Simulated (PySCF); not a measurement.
# The bond of Si2−, level by level

One table from this session's results is given with a row withheld; the runs are named, their logs left out.

Computed with PySCF 2.14.0. Level: Si def2-SVPD, no relativity.

2 further runs of the same task are left out: 2 set aside as unsound or not needed.

The first run:

A driver script around PySCF takes these settings:

- atoms: Si, Si
- charge: -1
- basis: Si def2-SVPD
- Hamiltonian: no relativity
- basis functions: 48
- electrons treated: 29
- masses in u: 27.9769, 27.9769
- levels: PBE0, PBE, r²SCAN, M06-L, MN15, TPSSh, LC-ωPBE, HF, MP2, SCS-MP2, CCSD, CCSD(T)
- grid: 80 radial by 434 angular points
- occupations: held fixed by the projection of orbital angular momentum
- dissociation limit: Si + Si−, each in its ground configuration
- starting distance in angstrom: 2.330
- values of 2S to try: 1, 3, 5

Started as:

```sh
> OMP_NUM_THREADS=1 python dia.py task.json out
```

Among the steps run: Set-up; First curve: PBE0; Excited determinants; PBE (GGA); r²SCAN; M06-L (meta-GGA); MN15; TPSSh (hybrid meta-GGA); LC-ωPBE; UHF (mean field); Correlated methods on the Hartree–Fock reference.

One of the session's tables, all rows but one given; the rest of the session is left out.

It belongs to the step «The curves together». Energy (eV) from each level's lowest point:

| R (Å) | UHF | UHF-MP2 | UHF-SCS-MP2 | UHF-CCSD | UHF-CCSD(T) |
| --- | --- | --- | --- | --- | --- |
| 1.872 | 1.055 | 1.279 | 1.267 | n/a | n/a |
| 1.959 | 0.422 | 0.594 | 0.585 | 0.572 | 0.622 |
| 2.046 | ? | ? | ? | ? | ? |
| 2.112 | 0.000 | 0.056 | 0.052 | 0.046 | 0.063 |
| 2.177 | 0.006 | 0.000 | 0.000 | 0.000 | 0.000 |
| 2.242 | 0.090 | 0.016 | 0.020 | 0.028 | 0.010 |
| 2.329 | 0.295 | 0.119 | 0.129 | 0.152 | 0.108 |
| 2.438 | 0.658 | 0.333 | 0.352 | 0.402 | 0.323 |
| 2.569 | 1.190 | 0.656 | 0.689 | 0.784 | 0.659 |
| 2.743 | 1.976 | 1.109 | 1.165 | n/a | n/a |

**Question.** Estimate the row for R (Å) = 2.046.

Worked estimate for «UHF». A straight line through the neighbours (1.959, 0.422) and (2.112, 0.000) gives 0.422 + (0.000 − 0.422) × (2.046 − 1.959) / (2.112 − 1.959) = 0.182; a parabola fitted to 4 rows on both sides gives 0.082.

The run gave: UHF: 0.094; UHF-MP2: 0.204; UHF-SCS-MP2: 0.198; UHF-CCSD: 0.188; UHF-CCSD(T): 0.220. In «UHF» the line misses by +0.088 and the parabola by -0.012.
